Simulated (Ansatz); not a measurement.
C₂H₇NS, SMILES `CSCN`. Total charge 0; spin multiplicity 1.

```tsv
atom	x (Å)	y (Å)	z (Å)
C1	0.686	0.489	-1.425
S2	-0.937	0.780	-0.711
C3	-0.930	-0.488	0.603
N4	-0.008	-0.330	1.690
H5	1.485	0.685	-0.707
H6	0.772	-0.530	-1.808
H7	0.801	1.184	-2.257
H8	-0.767	-1.462	0.134
H9	-1.954	-0.476	0.984
H10	0.950	-0.437	1.384
H11	-0.098	0.585	2.113
```

(1) List the harmonic frequencies (cm⁻¹, unscaled) at PBE0-D4/def2-TZVP in Ansatz. (Estimate.)

(2) Is this a minimum?

(3) Give the ideal-gas thermochemistry at 298.15 K and 1 bar (rigid rotor, harmonic oscillator; point group C1, symmetry number 1).

(4) Rotational constants (cm⁻¹)?

Answers

(1) Ansatz gave: 109, 162, 233, 333, 390, 665, 754, 823, 839, 965, 980, 1128, 1152, 1303, 1347, 1379, 1455, 1463, 1476, 1665, 3044, 3067, 3121, 3124, 3151, 3535, 3620.

(2) Yes, all 27 modes are real.

(3) Zero-point energy 246.9 kJ/mol; H(298) − E = 264.9 kJ/mol; entropy 316.4 J/(mol·K), of which translation 163.1, rotation 106.0, vibration 47.3; G(298) − E = 170.6 kJ/mol.

(4) 0.3335, 0.1333, 0.1077.
